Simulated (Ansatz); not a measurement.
Reaction (SMILES): C (CH4) → C atom + 4 H atom
B3LYP-D3(BJ)/def2-TZVP geometries, fixed; electronic energies without zero-point terms.
Largest species:
```
C
H 1 1.0892
H 1 1.0892 2 109.47
H 1 1.0892 2 109.47 3 120.00
H 1 1.0892 2 109.47 3 -120.00
```
Charge 0, spin multiplicity 1.

Basis-set convergence of the atomisation energy at PBE0 with Ansatz (an electronic-structure program). All functions are spherical. The program fits the integrals of some runs and decomposes those of others, by size. Open shells are unrestricted. No added dispersion term, no relativity. Functions are those of the species that has most. Reference: the value in aug-pcseg-3, 417.93 kcal/mol, itself unsure by roughly 0.08 kcal/mol (its mean distance from aug-cc-pVQZ, def2-QZVPPD, pcseg-3).

| basis | functions | atomisation energy (kcal/mol) |
|---|---|---|
| 3-21G | 17 | ___ |
| pcseg-1 | 34 | ___ |
| 6-311G** | 42 | ___ |
| def2-TZVP | 55 | 417.03 |
| aug-pcseg-1 | 59 | ___ |
| cc-pVTZ | 86 | 417.82 |
| pcseg-2 | 86 | 417.91 |
| def2-TZVPPD | 105 | 417.83 |
| aug-pcseg-3 | 281 | 417.93 |

Question: What belongs in the gaps?

Answer: 
- 3-21G, atomisation energy (kcal/mol): 417.53
- pcseg-1, atomisation energy (kcal/mol): 414.99
- 6-311G**, atomisation energy (kcal/mol): 416.99
- aug-pcseg-1, atomisation energy (kcal/mol): 415.17
